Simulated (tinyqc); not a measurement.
Extended Hueckel theory, for CO, step by step. Computed by tinyqc, a small Python program that keeps every step (integrals from PySCF). Settings: charge = 0, K = 1.75, multiplicity = 1. Command: `OMP_NUM_THREADS=1 python tinyqc.py 24598 24599 out.jsonl` (the two numbers bound the seeds that draw the settings). One thread of a shared host (Intel(R) Xeon(R) Processor @ 2.60GHz), about 0.01 s of CPU time with the checks.

## Overlaps

Geometry (angstrom):
```
atom       x       y       z
C     0.0000  0.0000  0.0000
O     0.0000  0.0000  1.0850
```

Parameters chosen for this run:
```
element  shell  Slater exponent  H_ii (eV)
C           2s           1.6250   -21.4000
C           2p           1.6250   -11.4000
O           2s           2.2750   -32.3000
O           2p           2.2750   -14.8000
```

Slater orbitals, each expanded in six Gaussians scaled to its exponent.

overlap S, lower triangle:
```
          1C 2s  1C 2px  1C 2py   1C 2pz   2O 2s  2O 2px  2O 2py  2O 2pz
1C 2s    1.0000
1C 2px   0.0000  1.0000
1C 2py   0.0000  0.0000  1.0000
1C 2pz   0.0000  0.0000  0.0000   1.0000
2O 2s    0.4488  0.0000  0.0000   0.5192  1.0000
2O 2px   0.0000  0.2786  0.0000   0.0000  0.0000  1.0000
2O 2py   0.0000  0.0000  0.2786   0.0000  0.0000  0.0000  1.0000
2O 2pz  -0.3410  0.0000  0.0000  -0.2880  0.0000  0.0000  0.0000  1.0000
```

## Wolfsberg-Helmholz matrix

diagonal H_ii (eV): 1C 2s -21.4000, 1C 2px -11.4000, 1C 2py -11.4000, 1C 2pz -11.4000, 2O 2s -32.3000, 2O 2px -14.8000, 2O 2py -14.8000, 2O 2pz -14.8000

K = 1.7500

H_ij = K' S_ij (H_ii + H_jj)/2 for i != j (the diagonal keeps H_ii), with K' = 1.75.

H (eV), lower triangle:
```
           1C 2s    1C 2px    1C 2py    1C 2pz     2O 2s    2O 2px    2O 2py    2O 2pz
1C 2s   -21.4000
1C 2px    0.0000  -11.4000
1C 2py    0.0000    0.0000  -11.4000
1C 2pz    0.0000    0.0000    0.0000  -11.4000
2O 2s   -21.0891    0.0000    0.0000  -19.8513  -32.3000
2O 2px    0.0000   -6.3866    0.0000    0.0000    0.0000  -14.8000
2O 2py    0.0000    0.0000   -6.3866    0.0000    0.0000    0.0000  -14.8000
2O 2pz   10.7998    0.0000    0.0000    6.6015    0.0000    0.0000    0.0000  -14.8000
```

## Orbitals

valence electrons = 10

Solve H C = S C e through S^(-1/2); fill by pairs from the bottom, a degenerate level sharing its electrons equally; each orbital has its largest coefficient positive (the first on a tie).

orbital energies (eV): -34.7347  -18.8452  -15.7286  -15.7286  -13.3201  -8.8181  -8.8181  52.0197

occupations: 2.0000  2.0000  2.0000  2.0000  2.0000  0.0000  0.0000  0.0000

coefficients:
```
           MO1      MO2     MO3      MO4      MO5      MO6      MO7      MO8
1C 2s   0.3254   0.6209  0.0000   0.0000   0.4171   0.0000   0.0000  -1.1332
1C 2px  0.0000   0.0000  0.0883   0.3713   0.0000   0.9209   0.3007   0.0000
1C 2py  0.0000   0.0000  0.3713  -0.0883   0.0000  -0.3007   0.9209   0.0000
1C 2pz  0.0652  -0.3470  0.0000   0.0000  -0.5768   0.0000   0.0000  -1.2637
2O 2s   0.7838  -0.3232  0.0000   0.0000   0.0610   0.0000   0.0000   1.2995
2O 2px  0.0000   0.0000  0.1906   0.8017   0.0000  -0.6050  -0.1976   0.0000
2O 2py  0.0000   0.0000  0.8017  -0.1906   0.0000   0.1976  -0.6050   0.0000
2O 2pz  0.0282  -0.5707  0.0000   0.0000   0.6859   0.0000   0.0000  -0.8921
```

sum of one-electron energies = -196.7142 eV

Within a degenerate level the vectors are fixed only up to a rotation; this is one choice.

## Mulliken analysis

P = C n C^T; charge = valence electrons (C 4, O 6) minus the sum of (P S)_ii on the atom; overlap population = 2 sum P_ij S_ij between two atoms.

charges: 1C 0.4635, 2O -0.4635

Overlap populations:
```
pair     value
2-1   1.416288
```
